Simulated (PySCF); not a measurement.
**Where the electron goes**

Compound: C3H6S.
Atom-mapped SMILES: `[CH2:1]=[CH:2][S:3][CH3:4]` (hydrogens: H5, H6 on C1; H7 on C2; H8, H9, H10 on C4)

Structure used (PBE0-D3(BJ)/def2-SVP), in Å, numbered top down from 1:
```
atom  x, y, z in Å
C1     2.080   -0.579   -0.085
C2     0.828   -0.119   -0.181
S3    -0.457   -0.492    0.950
C4    -1.829    0.413    0.206
H5     2.827   -0.298   -0.830
H6     2.397   -1.240    0.727
H7     0.540    0.541   -1.007
H8    -1.625    1.493    0.169
H9    -2.061    0.037   -0.801
H10   -2.701    0.243    0.853
```

Theory: TDDFT CAM-B3LYP/def2-SVPD, vertical, gas phase, core orbitals frozen in the response in PySCF 2.14.0, density-fitted response routines.

Frontier orbitals with the atoms that hold most of them (Löwdin shares over 4%, at most four atoms; ? is withheld):

```
orbital  ε (eV)                           atoms
 HOMO-3  -11.93  S3 24%, C1 22%, C4 20%, H5 11%
 HOMO-2  -10.44   C2 34%, S3 28%, C1 21%, C4 6%
 HOMO-1  -10.41                               ?
   HOMO       ?                               ?
   LUMO    1.08   C2 34%, C1 30%, S3 14%, H6 7%
 LUMO+1    1.21   S3 52%, C4 16%, H10 9%, H8 8%
 LUMO+2    1.60   S3 35%, C1 20%, C2 10%, H7 8%
```

Q: Give the leading atoms of the HOMO.

A: S3 (bonded to 2 C) 49%; C1 (bonded to C and 2 H) 21%; C2 (bonded to C, S and H) 16%; C4 (bonded to S and 3 H) 7%. By element: sulfur 49%, carbon 44%.

Q: Which atoms hold the HOMO-1, and with what shares?

A: S3 (bonded to 2 C) 51%; C2 (bonded to C, S and H) 19%; C4 (bonded to S and 3 H) 10%; C1 (bonded to C and 2 H) 6%. By element: sulfur 51%, carbon 35%.

Q: What is the HOMO energy, and the HOMO–LUMO gap?

A: ε(HOMO) = -7.39 eV; the gap is 8.47 eV (0.3114 hartree).

Q: The HOMO–LUMO gap is 8.47 eV. Where does the response calculation put the lowest singlet, and from which orbitals?

A: S1 is at 5.26 eV (f = 0.0009), 3.21 eV below the gap, made of HOMO→LUMO+1 (61%), HOMO→LUMO+2 (22%). Its leading pair isn't HOMO and LUMO; the energies of that pair differ by 8.60 eV. 

Next come S2 at 5.57 eV (f 0.253), HOMO→LUMO (96%); S3 at 5.93 eV (f 0.0015), HOMO→LUMO+2 (66%), HOMO→LUMO+1 (24%); S4 at 6.37 eV (f 0.013), HOMO→LUMO+3 (90%); S5 at 6.88 eV (f 0.0003), HOMO→LUMO+5 (70%), HOMO→LUMO+6 (16%).

Löwdin shares depend on the basis, the more so with diffuse functions.

One conformer stands for the species.
